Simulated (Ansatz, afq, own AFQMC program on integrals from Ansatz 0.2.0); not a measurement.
NaH$_{2}$⁻, singlet → NaH₂⁻, triplet

```xyz
3

Na    0.0000    0.0000    0.0000
H     0.0000    0.0000   -2.0658
H     0.0000    0.0000    2.0658
```

E(triplet, charge -1) − E(singlet, charge -1) at this geometry, on RHF and UHF determinants.

Basis aug-cc-pVDZ. Only valence electrons are correlated. Integrals, coupled cluster, full CI and functionals: Ansatz 0.2.0; the random walks run on the same integrals in our own AFQMC program. ph-AFQMC/CISD is guided by a CISD state made of CCSD amplitudes; releasing the constraint for a short imaginary time cuts its bias at the price of noise, slowly where states lie close. ± is one standard error of the sampling. The errors of all members are added in quadrature.

Full CI on the same integrals is exact in this basis and with this determinant's frozen core.

Errors are counted within aug-cc-pVDZ, not against nature.

Cautions: NaH₂⁻ (triplet): another spin lies lower, at this level and basis the anion state lies above a neutral one, the search met a lower determinant of the same kind, perhaps of another symmetry (220 meV lower), and this one is a saddle point, strong correlation (T1 0.078, weight of the determinant 0.85, largest double 0.14), unrestricted determinant spin contaminated (⟨S²⟩ 2.24 against 2.00), the CCSD(T) amplitudes may be one of several solutions (largest double 0.14), the CCSDT(Q) amplitudes may be one of several solutions (largest double 0.31), the released energy hasn't reached full CI (52 meV above it at 2.40 1/Eh), so no released level is given (meV from the phaseless value at times in 1/Eh: -2 ± 4 at 0.24, -8 ± 4 at 0.51, -13 ± 5 at 0.99, -7 ± 5 at 1.62, -9 ± 5 at 2.40), its ph-AFQMC/CISD value lies 61 ± 4 meV above full CI.

Reference (full CI): 266.1 kJ/mol.

```tsv
level	vertical spin gap (kJ/mol)	error against FCI (kJ/mol)
HF	208.8	-57.3
MP2	279.2	13.2
CCSD	274.3	8.3
CCSD(T)	270.5	4.4
CCSDT	266.0	-0.1
CCSDT(Q)	266.0	0.0
ph-AFQMC/CISD	271.8 ± 0.5	5.8 ± 0.5
```

Correlation beyond CCSD(T) takes off 4.4 kJ/mol. The perturbative (T) step is worth −3.8 kJ/mol. Where the cautions show a poor determinant, the low rows tell how each method copes with it, not its usual error.

CCSDT and higher add their correlation energy to the determinant of the CCSD(T) run, since their own runs factorise the integrals more tightly (a shift of under 2 meV). A walk keeps the symmetry of its determinant, which the program's search chose and which needn't be the lowest solution, so a lower state of the same spin and another symmetry isn't excluded.
